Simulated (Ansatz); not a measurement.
Ansatz (an electronic-structure program) input (B3LYP/6-31G*):

Ansatz 0.2 input:
```yaml
crystal:
  periodic: [false, false, false]
  atoms:
    - {symbol: C, position_ang: [-0.01112585, 1.11499645, 0.01259344]}
    - {symbol: S, position_ang: [0.00009693, -0.69759701, -0.00803649]}
    - {symbol: H, position_ang: [1.03842267, 1.43928616, 0.04039924]}
    - {symbol: H, position_ang: [-0.50722580, 1.50578403, 0.90531770]}
    - {symbol: H, position_ang: [-0.46599274, 1.52650329, -0.89269379]}
basis:
  gaussian:
    orbitals: 6-31G*
hamiltonian:
  xc: {name: B3LYP}
magnetization: {spin_polarized: true, initial_magnetization: 1}
phonons: {temperatures: {t_min: 298.15, t_max: 298.15, t_step: 100}}
```

Output:

```
Functional definition: B3LYP
integrals: 0.01 GiB planned
438 factors; integrals over basis functions are off by at most 4.3e-4 eV
mean field: 0.12 GiB planned
mean field evaluation 1: about -11917.7951 eV, gradient 2.3e1 eV
mean field evaluation 2: about -11916.3812 eV, gradient 2.7e1 eV
mean field evaluation 4: about -11920.2078 eV, gradient 4.8e-1 eV
mean field evaluation 8: about -11920.2122 eV, gradient 4.2e-3 eV
mean field evaluation 16: about -11920.2122 eV, gradient 3.1e-5 eV
mean field -11920.21217018 eV, -438.0597174440 hartree, gradient 5.1e-6 eV, S^2 0.752489; 1 other end points of the search recorded, 0 dependent functions left out
the calculation of the forces begins
reference -11920.21233513 eV, -438.0597235058 hartree; 13, 12 occupied and 27, 28 virtual orbitals, 438 factors
these checks for a lower state are left out or cut short: stability, starts, cluster_reference, orbital_swaps, neighbouring_geometries, increment
integrals: 0.01 GiB planned
438 factors; integrals over basis functions are off by at most 4.3e-4 eV
mean field: 0.12 GiB planned
mean field evaluation 32: about -11920.2120 eV, gradient 8.1e-5 eV
mean field -11920.21201604 eV, -438.0597117797 hartree, gradient 1.5e-6 eV, S^2 0.752488; 0 other end points of the search recorded, 0 dependent functions left out
the calculation of the forces begins
reference -11920.21218100 eV, -438.0597178419 hartree; 13, 12 occupied and 27, 28 virtual orbitals, 438 factors
these checks for a lower state are left out or cut short: stability, starts, cluster_reference, orbital_swaps, neighbouring_geometries, increment
integrals: 0.01 GiB planned
438 factors; integrals over basis functions are off by at most 4.3e-4 eV
mean field: 0.12 GiB planned
mean field -11920.21201808 eV, -438.0597118547 hartree, gradient 1.5e-6 eV, S^2 0.752491; 0 other end points of the search recorded, 0 dependent functions left out
the calculation of the forces begins
reference -11920.21218303 eV, -438.0597179163 hartree; 13, 12 occupied and 27, 28 virtual orbitals, 438 factors
these checks for a lower state are left out or cut short: stability, starts, cluster_reference, orbital_swaps, neighbouring_geometries, increment
integrals: 0.01 GiB planned
438 factors; integrals over basis functions are off by at most 4.3e-4 eV
mean field: 0.12 GiB planned
mean field -11920.21204996 eV, -438.0597130263 hartree, gradient 1.8e-6 eV, S^2 0.752489; 0 other end points of the search recorded, 0 dependent functions left out
the calculation of the forces begins
reference -11920.21221490 eV, -438.0597190877 hartree; 13, 12 occupied and 27, 28 virtual orbitals, 438 factors
these checks for a lower state are left out or cut short: stability, starts, cluster_reference, orbital_swaps, neighbouring_geometries, increment
integrals: 0.01 GiB planned
438 factors; integrals over basis functions are off by at most 4.3e-4 eV
mean field: 0.12 GiB planned
mean field -11920.21205019 eV, -438.0597130346 hartree, gradient 7.1e-7 eV, S^2 0.752490; 0 other end points of the search recorded, 0 dependent functions left out
the calculation of the forces begins
reference -11920.21221515 eV, -438.0597190968 hartree; 13, 12 occupied and 27, 28 virtual orbitals, 438 factors
these checks for a lower state are left out or cut short: stability, starts, cluster_reference, orbital_swaps, neighbouring_geometries, increment
integrals: 0.01 GiB planned
438 factors; integrals over basis functions are off by at most 4.3e-4 eV
mean field: 0.12 GiB planned
mean field evaluation 64: about -11920.2122 eV, gradient 8.5e-7 eV
mean field -11920.21216556 eV, -438.0597172744 hartree, gradient 8.6e-7 eV, S^2 0.752489; 0 other end points of the search recorded, 0 dependent functions left out
the calculation of the forces begins
reference -11920.21233053 eV, -438.0597233369 hartree; 13, 12 occupied and 27, 28 virtual orbitals, 438 factors
these checks for a lower state are left out or cut short: stability, starts, cluster_reference, orbital_swaps, neighbouring_geometries, increment
integrals: 0.01 GiB planned
438 factors; integrals over basis functions are off by at most 4.3e-4 eV
mean field: 0.12 GiB planned
mean field -11920.21216550 eV, -438.0597172722 hartree, gradient 2.9e-6 eV, S^2 0.752490; 0 other end points of the search recorded, 0 dependent functions left out
the calculation of the forces begins
reference -11920.21233044 eV, -438.0597233334 hartree; 13, 12 occupied and 27, 28 virtual orbitals, 438 factors
these checks for a lower state are left out or cut short: stability, starts, cluster_reference, orbital_swaps, neighbouring_geometries, increment
integrals: 0.01 GiB planned
438 factors; integrals over basis functions are off by at most 4.3e-4 eV
mean field: 0.12 GiB planned
mean field -11920.21213682 eV, -438.0597162182 hartree, gradient 5.3e-6 eV, S^2 0.752491; 0 other end points of the search recorded, 0 dependent functions left out
the calculation of the forces begins
reference -11920.21230180 eV, -438.0597222810 hartree; 13, 12 occupied and 27, 28 virtual orbitals, 438 factors
these checks for a lower state are left out or cut short: stability, starts, cluster_reference, orbital_swaps, neighbouring_geometries, increment
integrals: 0.01 GiB planned
438 factors; integrals over basis functions are off by at most 4.3e-4 eV
mean field: 0.12 GiB planned
mean field -11920.21213803 eV, -438.0597162627 hartree, gradient 5.3e-6 eV, S^2 0.752488; 0 other end points of the search recorded, 0 dependent functions left out
the calculation of the forces begins
reference -11920.21230296 eV, -438.0597223236 hartree; 13, 12 occupied and 27, 28 virtual orbitals, 438 factors
these checks for a lower state are left out or cut short: stability, starts, cluster_reference, orbital_swaps, neighbouring_geometries, increment
integrals: 0.01 GiB planned
438 factors; integrals over basis functions are off by at most 4.3e-4 eV
mean field: 0.12 GiB planned
mean field -11920.21207647 eV, -438.0597140005 hartree, gradient 1.5e-6 eV, S^2 0.752491; 0 other end points of the search recorded, 0 dependent functions left out
the calculation of the forces begins
reference -11920.21224143 eV, -438.0597200626 hartree; 13, 12 occupied and 27, 28 virtual orbitals, 438 factors
these checks for a lower state are left out or cut short: stability, starts, cluster_reference, orbital_swaps, neighbouring_geometries, increment
integrals: 0.01 GiB planned
438 factors; integrals over basis functions are off by at most 4.3e-4 eV
mean field: 0.12 GiB planned
mean field evaluation 96: about -11920.2121 eV, gradient 3.8e-5 eV
mean field -11920.21207606 eV, -438.0597139852 hartree, gradient 1.9e-6 eV, S^2 0.752488; 0 other end points of the search recorded, 0 dependent functions left out
the calculation of the forces begins
reference -11920.21224100 eV, -438.0597200468 hartree; 13, 12 occupied and 27, 28 virtual orbitals, 438 factors
these checks for a lower state are left out or cut short: stability, starts, cluster_reference, orbital_swaps, neighbouring_geometries, increment
integrals: 0.01 GiB planned
438 factors; integrals over basis functions are off by at most 4.3e-4 eV
mean field: 0.12 GiB planned
mean field -11920.21215524 eV, -438.0597168950 hartree, gradient 3.3e-6 eV, S^2 0.752489; 0 other end points of the search recorded, 0 dependent functions left out
the calculation of the forces begins
reference -11920.21232020 eV, -438.0597229574 hartree; 13, 12 occupied and 27, 28 virtual orbitals, 438 factors
these checks for a lower state are left out or cut short: stability, starts, cluster_reference, orbital_swaps, neighbouring_geometries, increment
integrals: 0.01 GiB planned
438 factors; integrals over basis functions are off by at most 4.3e-4 eV
mean field: 0.12 GiB planned
mean field -11920.21215466 eV, -438.0597168739 hartree, gradient 4.1e-6 eV, S^2 0.752490; 0 other end points of the search recorded, 0 dependent functions left out
the calculation of the forces begins
reference -11920.21231960 eV, -438.0597229352 hartree; 13, 12 occupied and 27, 28 virtual orbitals, 438 factors
these checks for a lower state are left out or cut short: stability, starts, cluster_reference, orbital_swaps, neighbouring_geometries, increment
integrals: 0.01 GiB planned
438 factors; integrals over basis functions are off by at most 4.3e-4 eV
mean field: 0.12 GiB planned
mean field -11920.21213801 eV, -438.0597162619 hartree, gradient 3.2e-6 eV, S^2 0.752490; 0 other end points of the search recorded, 0 dependent functions left out
the calculation of the forces begins
reference -11920.21230294 eV, -438.0597223231 hartree; 13, 12 occupied and 27, 28 virtual orbitals, 438 factors
these checks for a lower state are left out or cut short: stability, starts, cluster_reference, orbital_swaps, neighbouring_geometries, increment
integrals: 0.01 GiB planned
438 factors; integrals over basis functions are off by at most 4.3e-4 eV
mean field: 0.12 GiB planned
mean field -11920.21213726 eV, -438.0597162345 hartree, gradient 3.2e-6 eV, S^2 0.752489; 0 other end points of the search recorded, 0 dependent functions left out
the calculation of the forces begins
reference -11920.21230223 eV, -438.0597222970 hartree; 13, 12 occupied and 27, 28 virtual orbitals, 438 factors
these checks for a lower state are left out or cut short: stability, starts, cluster_reference, orbital_swaps, neighbouring_geometries, increment
integrals: 0.01 GiB planned
438 factors; integrals over basis functions are off by at most 4.3e-4 eV
mean field: 0.12 GiB planned
mean field evaluation 128: about -11920.2121 eV, gradient 9.1e-7 eV
mean field -11920.21214486 eV, -438.0597165137 hartree, gradient 1.9e-6 eV, S^2 0.752490; 0 other end points of the search recorded, 0 dependent functions left out
the calculation of the forces begins
reference -11920.21230983 eV, -438.0597225763 hartree; 13, 12 occupied and 27, 28 virtual orbitals, 438 factors
these checks for a lower state are left out or cut short: stability, starts, cluster_reference, orbital_swaps, neighbouring_geometries, increment
integrals: 0.01 GiB planned
438 factors; integrals over basis functions are off by at most 4.3e-4 eV
mean field: 0.12 GiB planned
mean field -11920.21214608 eV, -438.0597165584 hartree, gradient 2.0e-6 eV, S^2 0.752489; 0 other end points of the search recorded, 0 dependent functions left out
the calculation of the forces begins
reference -11920.21231101 eV, -438.0597226195 hartree; 13, 12 occupied and 27, 28 virtual orbitals, 438 factors
these checks for a lower state are left out or cut short: stability, starts, cluster_reference, orbital_swaps, neighbouring_geometries, increment
integrals: 0.01 GiB planned
438 factors; integrals over basis functions are off by at most 4.3e-4 eV
mean field: 0.12 GiB planned
mean field -11920.21209565 eV, -438.0597147053 hartree, gradient 6.3e-6 eV, S^2 0.752490; 0 other end points of the search recorded, 0 dependent functions left out
the calculation of the forces begins
reference -11920.21226063 eV, -438.0597207680 hartree; 13, 12 occupied and 27, 28 virtual orbitals, 438 factors
these checks for a lower state are left out or cut short: stability, starts, cluster_reference, orbital_swaps, neighbouring_geometries, increment
integrals: 0.01 GiB planned
438 factors; integrals over basis functions are off by at most 4.3e-4 eV
mean field: 0.12 GiB planned
mean field -11920.21209649 eV, -438.0597147361 hartree, gradient 6.2e-6 eV, S^2 0.752489; 0 other end points of the search recorded, 0 dependent functions left out
the calculation of the forces begins
reference -11920.21226142 eV, -438.0597207970 hartree; 13, 12 occupied and 27, 28 virtual orbitals, 438 factors
Total energy: -11920.21233513 eV, -438.0597235058 hartree
Atom 0 at    -0.011126     1.114996     0.012593 Å, force    -0.000205     0.000249    -0.000002 eV/Å
Atom 1 at     0.000097    -0.697597    -0.008036 Å, force     0.000013     0.000375     0.000005 eV/Å
Atom 2 at     1.038423     1.439286     0.040399 Å, force    -0.000085    -0.000158    -0.000004 eV/Å
Atom 3 at    -0.507226     1.505784     0.905318 Å, force     0.000145    -0.000230    -0.000261 eV/Å
Atom 4 at    -0.465993     1.526503    -0.892694 Å, force     0.000133    -0.000236     0.000262 eV/Å
Dipole moment:     0.017195     0.373196     0.004695 e Å
Vibrations: 575.44 712.29 885.76 1371.42 1407.01 1502.48 3036.59 3111.67 3132.00 cm⁻¹, zero-point energy 0.975424 eV
```

The blocks after the first are displaced geometries, from whose forces the wavenumbers follow.
